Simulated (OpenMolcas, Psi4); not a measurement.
OpenMolcas → Psi4

OpenMolcas 26.06 runs this on SiH3 (silyl radical):

geom.xyz:
```
4

Si     0.293780    -0.026900    -0.164030
H      0.559150     0.665300     1.123900
H     -0.224040    -1.401650     0.060130
H     -0.628890     0.763250    -1.019990
```

run.input:
```
* H3Si Kohn-Sham DFT
>>> EXPORT MOLCAS_PRINT=2

&GATEWAY
  BasLib
  $CurrDir
  Coord
  geom.xyz
  Basis
  cc-pVTZ
  Group
  NoSym

&SEWARD
  GridInput
  Grid=UltraFine
  End of Grid

&SCF
  UHF
  Spin
  2
  KSDFT
  B3LYP
  Thresholds
  1e-10 1e-07 1e-07 1e-05
  PrOrbitals
  1 1

&ALASKA
```

```bash
$ export MOLCAS_MEM=1860
$ pymolcas run.input > run.log
```

(Basis files named in the input come from the Basis Set Exchange and aren't shown.)

The coordinates come from a PBE0-D4/def2-TZVP relaxation.

It gives a total energy of -291.265164 Eh.

**Question.** Translate the job to Psi4 1.11 as a Python script.

**Answer.** One way, which was run:

h3si.xyz:
```
4
H3Si
Si     0.293780    -0.026900    -0.164030
H      0.559150     0.665300     1.123900
H     -0.224040    -1.401650     0.060130
H     -0.628890     0.763250    -1.019990
```

calc.py:
```python
import psi4

psi4.set_memory(2200000000)
psi4.set_num_threads(1)
psi4.set_output_file('psi4.out', False)

with open('h3si.xyz') as f:
    atoms = ''.join(f.readlines()[2:])
molecule = psi4.geometry('0 2\n' + atoms + 'symmetry c1\nno_reorient\nno_com')

psi4.set_options({
    'basis': 'cc-pVTZ',
    'reference': 'uks',
    'puream': True,
    'e_convergence': 1e-09,
    'd_convergence': 1e-08,
    'scf_type': 'pk',
    'dft_radial_points': 99,
    'dft_spherical_points': 590,
    'maxiter': 100,
})

e, wfn = psi4.gradient('b3lyp', molecule=molecule, return_wfn=True)
psi4.oeprop(wfn, 'QUADRUPOLE', 'MAYER_INDICES', 'WIBERG_LOWDIN_INDICES')
print('gradient / Eh bohr^-1')
print(e.np.round(6))
print(f'energy = {wfn.energy():.10f} Eh')
```

```bash
$ python calc.py
```

Its energy is -291.265165 Eh, the same as the first but for the last digit, at most.
